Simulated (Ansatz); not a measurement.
**CH4NSi−: functionals against CCSD(T) at one geometry**

The task here is to estimate one member of a computed series from the others.

Method: single points in def2-TZVPPD; program: Ansatz 0.2.0, Gaussian basis.

Correlated methods freeze the cores. B3LYP uses VWN-RPA correlation.

## The system as given

SMILES `C=[SiH][NH-]`, 7 atoms, charge -1, spin multiplicity 1.

Atoms are counted from 1 here; the program's logs count them from 0.

Bond lengths: C1–Si2 1.909 Å, C1–H4 1.128 Å, C1–H5 1.065 Å, Si2–N3 1.581 Å, Si2–H6 1.420 Å, N3–H7 0.996 Å. Angles: Si2–C1–H4 114.9°, Si2–C1–H5 119.6°, H4–C1–H5 120.7°, C1–Si2–N3 129.7°, C1–Si2–H6 107.9°, N3–Si2–H6 122.1°, Si2–N3–H7 118.1°.

Coordinates:

```xyz
7
charge -1, multiplicity 1
C    -1.26150    0.42450   -0.66920
Si    0.33100   -0.00650    0.29210
N     1.27460   -1.26950    0.16970
H    -1.45340   -0.21260   -1.57970
H    -1.66990    1.40490   -0.59680
H     0.51300    0.97680    1.29980
H     1.97240   -1.40350    0.86720
```

Set-up of the first run:

The input, run/in.yaml:

```yaml
crystal:
  periodic: [false, false, false]
  atoms:
    - {symbol: C, position_ang: [-1.261500, 0.424500, -0.669200]}
    - {symbol: Si, position_ang: [0.331000, -0.006500, 0.292100]}
    - {symbol: N, position_ang: [1.274600, -1.269500, 0.169700]}
    - {symbol: H, position_ang: [-1.453400, -0.212600, -1.579700]}
    - {symbol: H, position_ang: [-1.669900, 1.404900, -0.596800]}
    - {symbol: H, position_ang: [0.513000, 0.976800, 1.299800]}
    - {symbol: H, position_ang: [1.972400, -1.403500, 0.867200]}
basis:
  gaussian: {orbitals: "def2-TZVPPD.json"}
total_charge: -1
correlation: {method: ccsd_t}
output: {forces: true}
```

The basis file named in the input lies beside it (Basis Set Exchange, JSON).

No record of the launch command was kept for these runs.

Steps of the session up to this table: CCSD(T)/def2-TZVPPD; PBE0-D4/def2-TZVPPD; wB97M-V/def2-TZVPPD; r2SCAN-D4/def2-TZVPPD; PBE-D4/def2-TZVPPD; B3LYP-D4/def2-TZVPPD; CAM-B3LYP-D4/def2-TZVPPD.

One of the session's tables, all rows but one given; the rest of the session is left out.

```
      method  RMS force component (eV/Å)  angle to CCSD(T) forces (°)
     CCSD(T)                       1.662                    reference
     PBE0-D4                       1.648                          5.0
     wB97M-V                       1.660                          5.9
   r2SCAN-D4                       1.642                          2.9
      PBE-D4                           ?                            ?
    B3LYP-D4                       1.620                          3.5
CAM-B3LYP-D4                       1.642                          7.9
```

Q: Estimate the row for PBE-D4 from the others.

**Answer.** RMS force component (eV/Å): 1.673; angle to CCSD(T) forces (°): 4.1. In the column «RMS force component (eV/Å)» it is the highest.

Limits of these values: The anion's highest level is positive in at least one run, so there the basis alone may hold the extra electron.
